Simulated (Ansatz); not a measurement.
One change: `BN=C` becomes `C=[N][AlH2]`.

Ansatz, PBE0-D4/def2-TZVP geometries, multiplicity 1. 

```tsv
property	`BN=C`
zero-point energy (PBE0-D4/def2-TZVP) / kJ/mol	134.9
LUMO energy (B3LYP/def2-TZVPP) / eV	-1.17
HOMO–LUMO gap (PBE/def2-TZVPP) / eV	4.64
HOMO–LUMO gap (ωB97M-V/def2-TZVPP) / eV	11.52
size of the dipole moment (B3LYP/def2-TZVPP) / D	2.09
LUMO energy (PBE0/def2-TZVPP) / eV	-0.91
```

Question: Give the same properties after the change, and the shifts. (An estimate is asked.)

Answer: Ansatz gave: 
```json
{"property": "zero-point energy (PBE0-D4/def2-TZVP) / kJ/mol", "`C=[N][AlH2]`": "113.3", "shift": "-21.6"}
{"property": "LUMO energy (B3LYP/def2-TZVPP) / eV", "`C=[N][AlH2]`": "-1.17", "shift": "0.00"}
{"property": "HOMO–LUMO gap (PBE/def2-TZVPP) / eV", "`C=[N][AlH2]`": "3.46", "shift": "-1.18"}
{"property": "HOMO–LUMO gap (ωB97M-V/def2-TZVPP) / eV", "`C=[N][AlH2]`": "9.91", "shift": "-1.61"}
{"property": "size of the dipole moment (B3LYP/def2-TZVPP) / D", "`C=[N][AlH2]`": "1.44", "shift": "-0.65"}
{"property": "LUMO energy (PBE0/def2-TZVPP) / eV", "`C=[N][AlH2]`": "-0.92", "shift": "-0.01"}
```

Dipoles are sizes alone; their direction can turn.

B3LYP here is the variant with VWN-RPA as its local correlation; programs differ in this.
